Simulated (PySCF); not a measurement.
# Match the barriers

Saddle point of SiNH5, closed shell (SiNH₅ ([NH2][SiH3]) → SiNH₃ ([NH][SiH2]) + H₂; bonds formed: H2–H4; bonds broken: Si1–H2, N3–H4), PBE0-D4/def2-TZVP structure:

```xyz
7
angstrom
Si -0.5482 -0.0989 -0.0618
H 0.5050 -0.5547 1.2918
N 0.5840 0.9222 -0.6328
H 0.9281 0.0023 0.6664
H -1.6773 0.4035 0.7602
H -0.8623 -1.4858 -0.5150
H 1.0707 0.8113 -1.5088
```

Program: PySCF 2.14 with density fitting (its default auxiliary sets; JK sets also for MP2 and CCSD(T)). Basis: def2-TZVPP, with def2-QZVPP for the basis limit. Cores are frozen in the correlated methods. Extrapolation: Hartree–Fock as exp(−7.88 √X), correlation as X^−2.97. Four methods, as single points on the PBE0-D4 structures, gave these electronic barriers from the start structure: 75.76, 81.80, 83.43, 98.98 kcal/mol.

(1) The methods were, in alphabetical order, HF, MP2, PBE-D4, PBE0-D4. Which gave which? (Judge from chemistry; the calculation decides.)

No T1 diagnostic of these runs exceeds 0.020. The restricted Hartree–Fock reference is unstable towards an unrestricted one at one or more of these structures.

## Answers

(1) The calculation gives: PBE-D4 75.76; PBE0-D4 81.80; MP2 83.43; HF 98.98 kcal/mol. For comparison, CCSD(T) at an estimated basis limit (MP2 extrapolated from triple and quadruple zeta, plus CCSD(T) − MP2 in triple zeta) gives 83.54 kcal/mol.

Labels in which every atom is bracketed show which atoms are joined, not bond orders.

For scale, one of the runs: CCSD(T)/def2-TZVPP, 143 basis functions, launched by `OMP_NUM_THREADS=4 python run.py`. Hardware: 4 CPU threads of an Arm Neoverse N1, shared host. Wall time 77 s; peak host memory 0.69 GiB.
